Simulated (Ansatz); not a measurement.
# HO₂ radical: up Jacob's ladder to CCSD(T)

How much do the methods differ for HO₂ radical? The plan is to run it at one geometry with functionals of several rungs and with coupled cluster, and see how far each lands from CCSD(T) at the basis-set limit for the atomisation energy.

Program: Ansatz 0.2.0, Gaussian basis. Level of theory: functionals in def2-TZVPP, the program's frozen cores in correlated methods. These are calculated values, not measurements.

The runs, in order: LDA (SPW92), PBE-D4, revPBE-D4, BLYP-D4, r2SCAN-D4, B97M-V, PBE0-D4, B3LYP-D4, r2SCANh-D4, r2SCAN0-D4, HSE06-D4, BHLYP-D4, CAM-B3LYP-D4, LC-ωPBE, ωB97X-V, ωB97M-V, B2PLYP, PBE-QIDH; CCSD(T)/def2-SVP; CCSD(T)/def2-TZVPP; CCSD(T)/def2-QZVPP; extrapolation to the limit; RPA on PBE.

**1. The geometry**

All runs share one geometry, relaxed beforehand with PBE0-D4 in a triple-zeta def2 set.

3 atoms, charge 0, spin multiplicity 2.

Atoms are counted from 1 here; the program's logs count them from 0.

Bond lengths: O1–O2 1.309 Å, O2–H3 0.975 Å. Angles: O1–O2–H3 105.8°.

**2. LDA**

This LDA is Slater exchange with PW92 correlation.

Contents of in.yaml:

```yaml
crystal:
  periodic: [false, false, false]
  atoms:
    - {symbol: O, position_ang: [-0.353780, 0.942536, -0.087866]}
    - {symbol: O, position_ang: [-0.245094, -0.358907, -0.172684]}
    - {symbol: H, position_ang: [0.598874, -0.583629, 0.260550]}
basis:
  gaussian: {orbitals: def2-TZVPP}
magnetization: {spin_polarized: true, initial_magnetization: 1}
hamiltonian: {xc: lda}
output: {orbitals: {seedname: orbitals}}
```

On the command line:

```bash
$ ansatz run in.yaml --threads 2 --pin off --events-out ev --progress --plain --max-ram 20480MiB --backend cpu
```

The runs that follow: PBE-D4 (GGA); revPBE-D4 (GGA); BLYP-D4 (GGA); r2SCAN-D4 (meta-GGA); B97M-V (meta-GGA); PBE0-D4 (hybrid); B3LYP-D4 (hybrid); r2SCANh-D4 (hybrid); r2SCAN0-D4 (hybrid); HSE06-D4 (hybrid); BHLYP-D4 (hybrid); CAM-B3LYP-D4 (range-separated); LC-ωPBE (range-separated); ωB97X-V (range-separated); ωB97M-V (range-separated); B2PLYP (double hybrid); PBE-QIDH (double hybrid); CCSD(T) in def2-SVP; CCSD(T) in def2-TZVPP; CCSD(T) in def2-QZVPP; RPA on PBE orbitals.

Q: Predict the results of all the runs planned. Wanted: atomisation energy, CCSD(T)/CBS; farthest beyond LDA; mean size of error, GGA; mean size of error, meta-GGA; mean size of error, hybrid; mean size of error, range-separated; mean size of error, double hybrid; gap, smallest and largest; T1 diagnostic.

As calculated:

| quantity | value |
| --- | --- |
| atomisation energy, CCSD(T)/CBS | 174.4 kcal/mol |
| functionals within 0.9 kcal/mol (0.5 %) | r2SCANh-D4 |
| farthest beyond LDA | PBE-D4 (+20.4 kcal/mol) |
| mean size of error, GGA | 14.8 kcal/mol |
| mean size of error, meta-GGA | 3.7 kcal/mol |
| mean size of error, hybrid | 6.1 kcal/mol |
| mean size of error, range-separated | 3.9 kcal/mol |
| mean size of error, double hybrid | 4.6 kcal/mol |
| gap, smallest and largest | 1.07 eV (LDA (SPW92)), 10.71 eV (LC-ωPBE) |
| T1 diagnostic | 0.0317 |
| triples share of the correlation energy | 3.5 % |

The LDA atomisation energy is off by 60.9 kcal/mol (35 %): it overbinds. PBE-D4 is off by +20.4 kcal/mol. Double hybrids carry the basis error of their MP2 part in triple zeta, and no dispersion term here, so their miss is partly the set-up's. Taken by rung, meta-GGA functionals do best (3.7 kcal/mol on average) and GGA ones worst beyond LDA (14.8 kcal/mol). The gap between the best rungs is small, so their order is not settled. Misses under about 0.9 kcal/mol are within the doubt on the reference itself, which lacks core-valence correlation, relativity and higher excitations. Hartree-Fock recovers 41 % of the binding; the rest is correlation. CCSD(T) in def2-SVP is off by -19.8 kcal/mol, worse than the median functional, from the basis alone. Orbital gaps span 1.1 to 10.7 eV; exact exchange widens them.
